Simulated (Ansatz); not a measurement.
# B₃ (quartet): from Hartree-Fock to the top rungs at distance B1–B2 = 3.343 Å, 6-31G

How much of the correlation energy of B₃ (quartet) does each wave-function method recover here?

Method: 6-31G, core rule «outside noble gas», up to 3 orbitals frozen; program: Ansatz 0.2.0, Gaussian basis.

Plan: UHF; CCSD(T) on ROHF; CCSD(T) on UHF; BCCD(T) on ROHF; CISD as a restricted active space (open shells left free, so some higher excitations enter); CCSDT(Q) on ROHF; CCSDT(Q) on UHF; CCSDTQ on ROHF; CCSDTQ on UHF; CASSCF and MRCISD+Q, 5 electrons in 5 orbitals; CASSCF and NEVPT2, 5 electrons in 5 orbitals; CASSCF and MRCISD+Q, 9 electrons in 12 orbitals; CASSCF and NEVPT2, 9 electrons in 12 orbitals; Full CI.

4 further runs of the same task are left out: 1 for a known fault of the program, 3 that didn't finish. Runs told in other sessions of the task aren't counted.

### 1 The geometry

The geometry derives from a PBE0/def2-TZVP stationary point (not a proven minimum). One bond is set to the value named and the two fragments are kept rigid.

3 atoms, charge 0, spin multiplicity 4.

Atoms are counted from 1 here; the program's logs count them from 0.

Bond lengths: B2–B3 1.522 Å.

### 2 UHF

in.yaml reads:

```yaml
crystal:
  periodic: [false, false, false]
  atoms:
    - {symbol: B, position_ang: [0.000000, 0.000000, 2.735833]}
    - {symbol: B, position_ang: [0.000000, 0.000000, -0.607167]}
    - {symbol: B, position_ang: [0.000000, 0.000000, -2.128667]}
basis:
  gaussian: {orbitals: 6-31G}
magnetization: {spin_polarized: true, initial_magnetization: 3}
hamiltonian: {xc: hf}
output: {orbitals: {seedname: orbitals}}
```

Command:

```bash
ansatz run in.yaml --threads 1 --pin off --events-out ev --progress --plain --max-ram 2560MiB --backend cpu
```

After this run come: CCSD(T) on ROHF; CCSD(T) on UHF; BCCD(T) on ROHF; CISD as a restricted active space (open shells left free, so some higher excitations enter); CCSDT(Q) on ROHF; CCSDT(Q) on UHF; CCSDTQ on ROHF; CCSDTQ on UHF; CASSCF and MRCISD+Q, 5 electrons in 5 orbitals; CASSCF and NEVPT2, 5 electrons in 5 orbitals; CASSCF and MRCISD+Q, 9 electrons in 12 orbitals; CASSCF and NEVPT2, 9 electrons in 12 orbitals; Full CI.

Q: Predict the results of all the runs planned. Wanted: FCI from the RHF energy; RMP2 from FCI; UMP2 from FCI; RCCSD from FCI; RCCSD(T) from FCI; UCCSD(T) from FCI; RCCSDT(Q) from FCI; UCCSDT(Q) from FCI; NEVPT2 pair from FCI.

**Answer**, as computed:

| quantity | value |
| --- | --- |
| FCI from the ROHF energy | -5.2346 eV |
| RMP2 from FCI | +1971.6 meV |
| UMP2 from FCI | +1311.6 meV |
| RCCSD from FCI | +312.1 meV |
| RCCSD(T) from FCI | +66.0 meV |
| UCCSD(T) from FCI | +138.0 meV |
| RCCSDT(Q) from FCI | +1.8 meV |
| UCCSDT(Q) from FCI | +0.8 meV |
| NEVPT2 pair from FCI | +1253.8 meV |
| NEVPT2 valence from FCI | +298.5 meV |
| MRCISD+Q valence from FCI | +18.0 meV |
| levels within 1 kcal/mol (43 meV) | RCCSDT, UCCSDT, RCCSDT(Q), UCCSDT(Q), RCCSDTQ, UCCSDTQ, MRCISD valence, MRCISD+Q valence |
| T1 diagnostic | 0.090 |
| effectively unpaired electrons | 3.97 |

What this shows: RCCSD(T) lands +66.0 meV from the yardstick (1.3 % of the correlation energy). CCSD(T) misses by +66.0 meV on the restricted determinant and by +138.0 meV on the unrestricted one; the two need not hold the same state or core. With 4.0 effectively unpaired electrons against 3 the state is strongly multireference. Coupled cluster on one determinant still stays close here. Of the multireference levels listed MRCISD+Q valence comes nearest in total energy (+18.0 meV), which doesn't show that its space is the better one. These misses are within one basis, not against nature; the frozen cores of restricted and unrestricted runs differ, which can shift their rows.

Levels on UHF freeze UHF's core orbitals, full CI those of ROHF, so the U rows can settle a little off it for that reason alone.

With open shells the CI space here admits some higher excitations, so it is larger than plain CISD.
